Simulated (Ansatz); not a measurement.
## Anthracene C₁₄H₁₀

Method: r²SCAN+rVV10 in Ansatz (plane waves, PAW).

Run with plane-wave cutoff 500 eV, 4×4×4 k mesh, gaussian smearing 0.02 eV, scalar-relativistic PAW data made under PBE.

Cell (relaxed at this level):

Space group P2₁/c (No. 14); a = 9.1391 Å, b = 5.9442 Å, c = 8.2494 Å, α = γ = 90.00°, β = 102.10°

```csv
atom,site,symmetry,x,y,z
C,4e,1,0.6282,0.4796,0.2134
C,4e,1,0.2851,0.8461,0.1693
C,4e,1,0.1415,0.9190,0.0834
C,4e,1,0.9501,0.2144,0.0355
C,4e,1,0.0900,0.1386,0.1200
C,4e,1,0.1837,0.2720,0.2422
C,4e,1,0.3202,0.1947,0.3241
H,4e,1,0.5192,0.4205,0.1492
H,4e,1,0.3238,0.6814,0.1403
H,4e,1,0.9111,0.3794,0.0643
H,4e,1,0.1443,0.4367,0.2697
H,4e,1,0.3896,0.2992,0.4176
```

```
Property                            Value
---------------------------  ------------
equilibrium volume per atom  9.13 Å³/atom
```

Computed values are for the static lattice.

Ansatz is a quantum-chemistry and plane-wave program.
